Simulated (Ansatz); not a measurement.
Reaction (SMILES): OO (H2O2) → 2 H atom + 2 O atom
B3LYP-D3(BJ)/def2-TZVP geometries, fixed; electronic energies without zero-point terms.

Basis-set convergence of the atomisation energy at CCSD(T) with Ansatz (a quantum-chemistry and plane-wave program). Cartesian d functions, on some or all atoms, in 6-31G*, 6-31+G*; all else is spherical. Cores are frozen. Open shells are unrestricted. No added dispersion term, no relativity. Functions are those of the species that has most. Reference: Hartree-Fock in cc-pVQZ plus the correlation part extrapolated as X^-3 from cc-pVTZ and cc-pVQZ, 268.45 kcal/mol, itself unsure by roughly 1.60 kcal/mol (a third of the extrapolation step and of the last Hartree-Fock step). Deviations are taken from unrounded values.

| basis | functions | atomisation energy (kcal/mol) |
|---|---|---|
| 6-31G* | 34 | 226.55 |
| 6-31+G* | 42 | 228.65 |
| cc-pVDZ | 38 | 235.51 |
| aug-cc-pVDZ | 64 | 246.58 |
| def2-SVP | 38 | 241.31 |
| def2-SVPD | 62 | 249.45 |
| pcseg-1 | 38 | 236.65 |
| aug-pcseg-1 | 64 | 246.78 |
| 6-311G** | 48 | 242.82 |
| 6-311+G** | 56 | 244.68 |
| def2-TZVP | 74 | 252.32 |
| def2-TZVPD | 98 | 254.73 |
| cc-pVTZ | 88 | 257.88 |
| aug-cc-pVTZ | 138 | 261.46 |
| pcseg-2 | 88 | 259.53 |
| aug-pcseg-2 | 138 | 261.10 |
| def2-TZVPP | 90 | 258.60 |
| def2-TZVPPD | 114 | 259.70 |
| def2-QZVPP | 174 | 264.59 |
| def2-QZVPPD | 198 | 264.96 |

What the diffuse functions change, pair by pair:
- 6-31G* to 6-31+G*: 8 more functions, deviation -41.90 to -39.80 kcal/mol
- cc-pVDZ to aug-cc-pVDZ: 26 more functions, deviation -32.94 to -21.88 kcal/mol
- def2-SVP to def2-SVPD: 24 more functions, deviation -27.15 to -19.01 kcal/mol
- pcseg-1 to aug-pcseg-1: 26 more functions, deviation -31.80 to -21.68 kcal/mol
- 6-311G** to 6-311+G**: 8 more functions, deviation -25.64 to -23.77 kcal/mol
- def2-TZVP to def2-TZVPD: 24 more functions, deviation -16.13 to -13.72 kcal/mol
- cc-pVTZ to aug-cc-pVTZ: 50 more functions, deviation -10.58 to -7.00 kcal/mol
- pcseg-2 to aug-pcseg-2: 50 more functions, deviation -8.92 to -7.36 kcal/mol
- def2-TZVPP to def2-TZVPPD: 24 more functions, deviation -9.86 to -8.75 kcal/mol
- def2-QZVPP to def2-QZVPPD: 24 more functions, deviation -3.86 to -3.49 kcal/mol

They bring the value nearer the reference by more than 1.60 kcal/mol in 7 of 10 pairs.
